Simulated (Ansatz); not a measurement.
Compare A (`N=COCN`) with its isomer B (`N=C(O)CN`).

Calculated with Ansatz (gas phase, PBE0-D4/def2-TZVP geometries, no zero-point term in ΔE). CCSD(T)/CBS is the MP2 limit (def2-TZVPP, def2-QZVPP) plus CCSD(T) − MP2 in def2-TZVPP, frozen cores. Functionals use def2-TZVPP. B3LYP here is the variant with VWN-RPA as its local correlation; programs differ in this. Each species was taken in one conformer, which may not be the lowest.

Problem. Which isomer does CCSD(T)/CBS put lower? Give the gap. (An estimate is asked.)

Solution. Computed: B, by 62.8 kJ/mol.

Problem. Give E(B) − E(A) in kJ/mol with B3LYP-D4, PBE-D4, B2PLYP, MP2/def2-TZVPP, CCSD/def2-TZVPP, ωB97M-V, HF/def2-TZVPP. (An estimate is asked.)

Solution. Computed: B3LYP-D4 -56.3, PBE-D4 -57.3, B2PLYP -57.4, MP2/def2-TZVPP -64.5, CCSD/def2-TZVPP -62.7, ωB97M-V -61.7, HF/def2-TZVPP -59.7. None reverses the order clearly.

Largest T1 diagnostic: 0.013.

From PBE to PBE0 (25 % exact exchange), in def2-TZVPP and without D4, E(B) − E(A) moves by −4.8 kJ/mol.
